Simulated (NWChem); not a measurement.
# SiH2 (SMILES [SiH2]): levels of theory compared

Wanted: a comparison of 4 runs (B3LYP/6-31G*, B3LYP/aug-cc-pVTZ, MP2/aug-cc-pVTZ, CCSD(T)/aug-cc-pVTZ) of SiH2. 

The calculation is run with NWChem 7.3.0.

2 further runs of the same task are left out: 2 set aside as unsound or not needed.

## 1. The system as given

SiH2 has 3 atoms, charge 0, and is taken as a singlet. SMILES: `[SiH2]`. The coordinates come from a PBE0-D4/def2-TZVP relaxation.

Bond lengths: Si1–H2 1.525 Å, Si1–H3 1.525 Å. Angles: H2–Si1–H3 91.2°.

## 2. Energy and gradient at B3LYP/6-31G(d) (Cartesian functions) (run 1)

Contents of work.nw:

```
start work
memory total 2200 mb
geometry units angstroms noautosym nocenter noautoz
 Si      -0.491200       0.468600      -0.213600
 H        0.840300       0.578600       0.522500
 H       -0.349100      -1.047200      -0.308900
end
basis "ao basis"
 Si library 6-31G*
 H library 6-31G*
end
dft
 xc b3lyp
 grid xfine
 convergence energy 1e-08
 iterations 100
 mulliken
 print low
end
task dft gradient
```

On the command line:

```sh
$ nwchem work.nw > work.out
```

What it wrote:

```text
[...]
 d= 0,ls=0.0,diis     1   -290.6025489132 -3.01D+02  2.09D-02  9.25D-02     0.4
[...]
 d= 0,ls=0.0,diis     7   -290.6131282297 -3.99D-11  7.02D-08  2.13D-13     2.8
         Total DFT energy =     -290.613128229653
      One electron energy =     -421.730764631435
           Coulomb energy =      142.752788889620
    Exchange-Corr. energy =      -21.591399245564
 Nuclear repulsion energy =        9.956246757726
[...]
      Total Density - Mulliken Population Analysis
     ---------------------------------------------
    Atom       Charge   Shell Charges
 -----------   ------   -------------------------------------------------------
    1 Si  14    13.81   2.00  1.99  5.96  1.32  1.44  0.56  0.52  0.02
    2 H    1     1.09   0.51  0.59
    3 H    1     1.09   0.51  0.59
[...]
                         DFT ENERGY GRADIENTS
    atom               coordinates                        gradient
                 x          y          z           x          y          z
   1 Si     -0.928233   0.885526  -0.403645    0.001447  -0.001372   0.000630
   2 H       1.587937   1.093395   0.987382   -0.001361  -0.000180  -0.000760
   3 H      -0.659703  -1.978921  -0.583736   -0.000086   0.001552   0.000130
 Task  times  cpu:        3.4s     wall:        3.4s
 Total times  cpu:        3.5s     wall:        3.5s
```

Run time: 4.5 s. Hardware: 1 thread of AMD EPYC 7R43 (Zen 3), shared host; peak memory 0.11 GiB.

## 3. Energy and forces at B3LYP/aug-cc-pVTZ (run 2)

Contents of test.xyz:

```xyz
3
H2Si B3LYP
Si    -0.491200     0.468600    -0.213600
H      0.840300     0.578600     0.522500
H     -0.349100    -1.047200    -0.308900
```

Contents of test.nw:

```
echo
START test
TITLE "H2Si B3LYP"
memory stack 880 mb heap 220 mb global 1100 mb
charge 0

GEOMETRY noautosym nocenter noautoz
   load test.xyz
END

BASIS spherical bse
   Si library aug-cc-pVTZ
   H library aug-cc-pVTZ
END

DFT
   xc b3lyp
   mult 1
   grid fine
   convergence energy 1e-08
   maxiter 100
   mulliken
   print medium
END

TASK dft gradient
```

On the command line:

```sh
$ nwchem test.nw > test.out
```

What it wrote:

```text
[...]
          Wavefunction type:  closed shell.
          No. of atoms     :     3
          No. of electrons :    16
[...]
          Charge           :     0
          Spin multiplicity:     1
[...]
          AO basis - number of functions:    96
[...]
              XC Information
              --------------
                         B3LYP Method XC Potential
                     Hartree-Fock (Exact) Exchange  0.200
                        Slater Exchange Functional  0.800 local
                    Becke 1988 Exchange Functional  0.720 non-local
              Lee-Yang-Parr Correlation Functional  0.810
                  VWN I RPA Correlation Functional  0.190 local
[...]
 d= 0,ls=0.0,diis     1   -290.6319360305 -3.01D+02  4.62D-03  1.53D-01     2.8
[...]
 d= 0,ls=0.0,diis     7   -290.6447580163 -1.84D-09  1.47D-07  6.14D-11    17.6
         Total DFT energy =     -290.644758016297
      One electron energy =     -421.747697442898
           Coulomb energy =      142.733384081205
    Exchange-Corr. energy =      -21.586691412329
 Nuclear repulsion energy =        9.956246757726
[...]
      Total Density - Mulliken Population Analysis
     ---------------------------------------------
    Atom       Charge   Shell Charges
 -----------   ------   -------------------------------------------------------
    1 Si  14    13.71   2.00  1.86  0.25  1.06  0.57 -0.04  5.53  0.59  1.20  0.56  0.01  0.05  0.06 -0.00  0.01 -0.00
    2 H    1     1.14   0.25  0.52  0.33  0.02  0.00  0.01  0.00  0.00  0.00
    3 H    1     1.14   0.25  0.52  0.33  0.02  0.00  0.01  0.00  0.00  0.00
[...]
  wavefunction    = closed shell
                         DFT ENERGY GRADIENTS
    atom               coordinates                        gradient
                 x          y          z           x          y          z
   1 Si     -0.928233   0.885526  -0.403645   -0.000196   0.000194  -0.000084
   2 H       1.587937   1.093395   0.987382   -0.000138  -0.000415  -0.000122
   3 H      -0.659703  -1.978921  -0.583736    0.000334   0.000221   0.000206
[...]
```

It took 34 s on 1 thread of AMD EPYC 7R43 (Zen 3), shared host; peak memory 0.13 GiB.

Run 3 isn't shown in full; the table further down has it.

## 4. The energy at CCSD(T)/aug-cc-pVTZ (run 4)

Contents of geom.nw:

```
start geom
memory total 2200 mb
charge 0

geometry units angstroms noautosym nocenter noautoz
  Si    -0.491200     0.468600    -0.213600
  H      0.840300     0.578600     0.522500
  H     -0.349100    -1.047200    -0.308900
end

basis "ao basis" spherical bse
  * library aug-cc-pVTZ
end

scf
  singlet
  rhf
  thresh 1e-08
  maxiter 80
  print low
end

ccsd
  freeze core 5
  maxiter 60
end

task ccsd(t) energy
```

On the command line:

```sh
$ nwchem geom.nw > geom.out
```

What it wrote:

```text
[...]
  functions       =    96
[...]
  wavefunction    = RHF
[...]
         Total SCF energy =   -290.030462522817
      One-electron energy =   -421.633389842424
      Two-electron energy =    121.646680561881
 Nuclear repulsion energy =      9.956246757726
        Time for solution =     29.5s
[...]
 Total MP2 energy:           -290.141897690764267
[...]
             energy      energy      error      ampl     ampl      Block
                                                time     time      time
[...]
 Total CCSD energy:           -290.168903636179039
[...]
 Total CCSD+T(CCSD) energy:           -290.172917188576548
[...]
 Total CCSD(T) energy:                -290.172830987269322
[...]
```

It took 4.5 min on 1 thread of AMD EPYC 7R43 (Zen 3), shared host; peak memory 0.14 GiB.

## 5. Overview of the runs

| run | level | Cartesian functions | integration grid | energy (Eh) | largest force (eV/Å) | wall time |
| --- | --- | --- | --- | --- | --- | --- |
| 1 | B3LYP/6-31G* (Cartesian functions) | yes | xfine | -290.613128 | 0.108 | 4.5 s |
| 2 | B3LYP/aug-cc-pVTZ | no | fine | -290.644758 | 0.023 | 34 s |
| 3 | MP2/aug-cc-pVTZ | no | – | -290.141898 | 0.271 | 2.1 min |
| 4 | CCSD(T)/aug-cc-pVTZ | no | – | -290.172831 | – | 4.5 min |

## 6. Outcome

| quantity | value |
| --- | --- |
| run 4: total energy | -290.17283 Eh |
| run 4: correlation energy (5 core orbitals frozen) | -142.4 mEh |
| run 4: (T) correction | -3.93 mEh |

All runs together took 7.2 min, the longest 4.5 min.
